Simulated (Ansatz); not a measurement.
**BNH (doublet): wave-function methods side by side at distance B1–N2 = 1.711 Å, 6-31G**

How much of the correlation energy of BNH (doublet) does each wave-function method recover here?

The runs use Ansatz 0.2.0, Gaussian basis; 6-31G, core rule «outside noble gas», up to 2 orbitals frozen.

The runs, in order: UHF; CCSD(T) on ROHF; CCSD(T) on UHF; BCCD(T) on ROHF; CISD; CCSDT(Q) on ROHF; CCSDT(Q) on UHF; CISDTQ; CCSDTQ on ROHF; CASSCF and MRCISD+Q, 3 electrons in 3 orbitals; CASSCF and NEVPT2, 3 electrons in 3 orbitals; CASSCF and MRCISD+Q, 9 electrons in 9 orbitals; CASSCF and NEVPT2, 9 electrons in 9 orbitals; Full CI.

24 further runs of the same task are left out: 5 for a known fault of the program, 16 that didn't finish, 3 set aside as unsound or not needed.

### 1 What is computed

The geometry derives from a PBE0/def2-TZVP stationary point (not a proven minimum). One bond is set to the value named and the two fragments are kept rigid.

3 atoms, charge 0, spin multiplicity 2.

Atoms are counted from 1 here; the program's logs count them from 0.

Bond lengths: B1–N2 1.711 Å, N2–H3 0.993 Å. Angles: B1–N2–H3 180.0°.

Geometry (Å):

```xyz
3
charge 0, multiplicity 2
B     0.00000    0.00000    1.47155
N     0.00000    0.00000   -0.23945
H     0.00000    0.00000   -1.23209
```

### 2 UHF

File in.yaml:

```yaml
crystal:
  periodic: [false, false, false]
  atoms:
    - {symbol: B, position_ang: [0.000000, 0.000000, 1.471546]}
    - {symbol: N, position_ang: [0.000000, 0.000000, -0.239454]}
    - {symbol: H, position_ang: [0.000000, 0.000000, -1.232093]}
basis:
  gaussian: {orbitals: 6-31G}
magnetization: {spin_polarized: true, initial_magnetization: 1}
hamiltonian: {xc: hf}
output: {orbitals: {seedname: orbitals}}
```

Command:

```bash
$ ansatz run in.yaml --threads 1 --pin off --events-out ev --progress --plain --max-ram 2393MiB
```

After this run come: CCSD(T) on ROHF; CCSD(T) on UHF; BCCD(T) on ROHF; CISD; CCSDT(Q) on ROHF; CCSDT(Q) on UHF; CISDTQ; CCSDTQ on ROHF; CASSCF and MRCISD+Q, 3 electrons in 3 orbitals; CASSCF and NEVPT2, 3 electrons in 3 orbitals; CASSCF and MRCISD+Q, 9 electrons in 9 orbitals; CASSCF and NEVPT2, 9 electrons in 9 orbitals; Full CI.

Before running them: what should the planned runs give, taken together? Wanted: FCI below the RHF energy; RMP2 from FCI; UMP2 from FCI; RCCSD from FCI; RCCSD(T) from FCI; UCCSD(T) from FCI; RCCSDT(Q) from FCI; UCCSDT(Q) from FCI; NEVPT2 pair from FCI.

As calculated:

```
                         quantity                                                           value
         FCI below the RHF energy                                                      -4.4786 eV
                    RMP2 from FCI                                                     +1001.5 meV
                    UMP2 from FCI                                                      +975.1 meV
                   RCCSD from FCI                                                      +190.4 meV
                RCCSD(T) from FCI                                                       +44.6 meV
                UCCSD(T) from FCI                                                       +45.6 meV
               RCCSDT(Q) from FCI                                                        +2.9 meV
               UCCSDT(Q) from FCI                                                        -2.9 meV
             NEVPT2 pair from FCI                                                      +857.5 meV
           MRCISD+Q pair from FCI                                                       +91.2 meV
          NEVPT2 valence from FCI                                                      +465.8 meV
levels within 1 kcal/mol (43 meV)  BCCD(T), RCCSDT, UCCSDT, CISDTQ, RCCSDT(Q), UCCSDT(Q), RCCSDTQ
                    T1 diagnostic                                                           0.035
   effectively unpaired electrons                                                            1.14
```

RCCSD(T) lands +44.6 meV from the yardstick (1.0 % of the correlation energy). UCCSDT(Q) falls below full CI: unrestricted runs freeze a spin-polarised core, another one than full CI's, and coupled cluster isn't variational. One determinant dominates. Of the multireference levels listed MRCISD+Q valence comes nearest in total energy (+85.0 meV), which doesn't show that its space is the better one. Coupled cluster took another determinant than the lowest Hartree-Fock one. These misses are within one basis, not against nature; the frozen cores of restricted and unrestricted runs differ, which can shift their rows.
